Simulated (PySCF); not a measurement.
**Quadrupole coupling of nitrogen trifluoride: levels of theory against gas-phase measurements**

Values to reproduce (atoms as numbered below): 14N at N2: χzz = -7.0854 MHz [1].
[1] measured, gas; W. C. Bailey, Calculation of NQCC in Gaseous State Molecules (compilation of microwave values)

Nitrogen trifluoride, NF₃.
Geometry (PBE0-D3(BJ)/def2-SVP, Å), atoms numbered from 1 in this order:
```xyz
4
NF3 angstrom
F     -0.5514    1.0728   -0.1658
N      0.0076   -0.0031    0.4329
F     -0.6444   -1.0331   -0.1513
F      1.2262   -0.0619   -0.1488
```

Problem. How do the computed couplings compare?

Solution. PySCF, non-relativistic, all at one geometry, with Q(14N) = 0.02044 b:

```
              level  functions  14N N2 (MHz)  computed/reference − 1 (%)
        B3LYP/pcJ-0         52        -8.820                       +24.5
       B3LYP/6-31G*         56        -7.022                        -0.9
      B3LYP/cc-pVTZ        120        -7.760                        +9.5
    B3LYP/def2-TZVP        124        -7.735                        +9.2
B3LYP/aug-cc-pVTZ-J        184        -7.873                       +11.1
        B3LYP/pcJ-2        204        -7.889                       +11.3
    BHandHLYP/pcJ-1        108        -8.609                       +21.5
    CAM-B3LYP/pcJ-1        108        -8.207                       +15.8
```

Closest here is B3LYP/6-31G* (0.9 % unsigned error), furthest B3LYP/pcJ-0 (24.5 %); one molecule doesn't rank methods. Computed values are for fixed nuclei, while measured ones can include vibrational averaging.
